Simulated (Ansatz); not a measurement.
# CF+ (triplet): PBE, r2SCAN, PBE0, B3LYP, wB97M-V, B2PLYP, RPA-PBE over vertical gaps between states, 6-31G

How well do these functionals follow the top wave-function level for CF+ (triplet) over vertical gaps between states?

Method: 6-31G, all electrons in the functionals, frozen cores in the correlation of double hybrids and RPA; program: Ansatz 0.2.0, Gaussian basis.

To be run: PBE, r2SCAN, PBE0, B3LYP, wB97M-V, B2PLYP, RPA-PBE, at charge 1, triplet; charge 1, singlet; charge 1, quintet.

9 further runs of the same task are left out: 2 that didn't finish, 7 set aside as unsound or not needed. Runs told in other sessions of the task aren't counted.

### 1 The geometry

The geometry is a PBE0/def2-TZVP stationary point (not a proven minimum).

2 atoms, charge 1, spin multiplicity 3.

Atoms are counted from 1 here; the program's logs count them from 0.

Bond lengths: C1–F2 1.207 Å.

As a file:

| atom | x (Å) | y (Å) | z (Å) |
| --- | --- | --- | --- |
| C1 | 0.00000 | 0.00000 | 0.00000 |
| F2 | 0.00000 | 0.00000 | 1.20670 |

No dispersion term is added; wB97M-V holds VV10 nonlocal correlation. B3LYP takes the VWN-RPA correlation.

The geometry shown and the zero of energy belong to the point charge 1, triplet. The yardstick, FCI, and other wave-function levels (R restricted, U unrestricted, valence and pair active spaces) come from earlier runs.

### 2 PBE, charge 1, triplet

Contents of in.yaml:

```yaml
crystal:
  periodic: [false, false, false]
  atoms:
    - {symbol: C, position_ang: [0.000000, 0.000000, 0.000000]}
    - {symbol: F, position_ang: [0.000000, 0.000000, 1.206700]}
basis:
  gaussian: {orbitals: 6-31G}
total_charge: 1
magnetization: {spin_polarized: true, initial_magnetization: 2}
hamiltonian: {xc: {name: PBE}}
output: {orbitals: {seedname: orbitals}}
```

The run is started by

```console
ansatz run in.yaml --threads 1 --pin off --events-out ev --progress --plain --max-ram 2393MiB
```

The runs that follow: PBE, charge 1, singlet; PBE, charge 1, quintet; r2SCAN, charge 1, triplet; r2SCAN, charge 1, singlet; r2SCAN, charge 1, quintet; PBE0, charge 1, triplet; PBE0, charge 1, singlet; PBE0, charge 1, quintet; B3LYP, charge 1, triplet; B3LYP, charge 1, singlet; B3LYP, charge 1, quintet; wB97M-V, charge 1, triplet; wB97M-V, charge 1, singlet; wB97M-V, charge 1, quintet; B2PLYP, charge 1, triplet; B2PLYP, charge 1, singlet; B2PLYP, charge 1, quintet; RPA-PBE, charge 1, triplet; RPA-PBE, charge 1, singlet; RPA-PBE, charge 1, quintet.

Before running them: what should the planned runs give, taken together? Wanted: triplet to singlet, FCI; triplet to quintet, FCI; largest miss, PBE; largest miss, r2SCAN; largest miss, PBE0; largest miss, B3LYP; largest miss, wB97M-V; largest miss, B2PLYP; largest miss, RPA-PBE.

**Answer**, as computed:

```
               quantity                              value
triplet to singlet, FCI                      -402.8 kJ/mol
triplet to quintet, FCI                       736.7 kJ/mol
      largest miss, PBE  +73.7 kJ/mol (triplet to quintet)
   largest miss, r2SCAN  +33.8 kJ/mol (triplet to singlet)
     largest miss, PBE0  +20.1 kJ/mol (triplet to singlet)
    largest miss, B3LYP  +53.1 kJ/mol (triplet to quintet)
  largest miss, wB97M-V  +50.4 kJ/mol (triplet to quintet)
   largest miss, B2PLYP  +36.9 kJ/mol (triplet to quintet)
  largest miss, RPA-PBE  -27.6 kJ/mol (triplet to singlet)
 largest miss, RCCSD(T)   -2.1 kJ/mol (triplet to quintet)
 largest miss, UCCSD(T)   -2.3 kJ/mol (triplet to quintet)
```

**Reading.** Of the functionals, PBE0 keep the smallest largest miss at the points compared (at most 20.1 kJ/mol) and PBE strays most (73.7 kJ/mol, at triplet to quintet). Functionals and the yardstick converge differently with the basis, so part of each miss in 6-31G is the basis.
